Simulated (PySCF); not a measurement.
Molecule: piperazine (SMILES C1CNCCN1).

Bonds (- single, = double, # triple, : aromatic): C1-C2, C2-N3, N3-C4, C4-C5, C5-N6, N6-C1. C1 carries H7, H8; C2 carries H9, H10; N3 carries H11; C4 carries H12, H13; C5 carries H14, H15; N6 carries H16.

Frames of a GFN2-xTB Langevin trajectory at 300 K; GIAO PBE0/pcSseg-1 shieldings in PySCF 2.14, gas phase, non-relativistic; equivalent atoms averaged within each frame.

References, each an isolated molecule treated in the same way: ¹³C (186.93 ppm), ¹H (31.72 ppm) against TMS; ¹⁵N (267.73 ppm) vs NH3. The references are static minima.

How do the shifts (ppm) fluctuate along the trajectory?

Results:


```csv
time (fs),C1/C2/C4/C5,N3/N6,H7/H8/H9/H10/H12/H13/H14/H15,H11/H16
optimised geometry,54.0,57.2,2.69,0.24
250,55.1,62.0,2.63,0.39
425,58.0,64.8,3.17,0.70
625,51.5,49.6,2.75,0.46
800,56.5,60.3,2.99,1.03
1000,58.1,78.5,2.75,0.59
mean of frames,55.9,63.1,2.86,0.63
standard deviation,2.7,10.4,0.22,0.25
```

5 frames give an uncertainty of the mean of about the standard deviation over 2.2 at best, since frames this close in time may not be independent; classical motion lacks zero-point vibration, and the reference would need the same averaging.
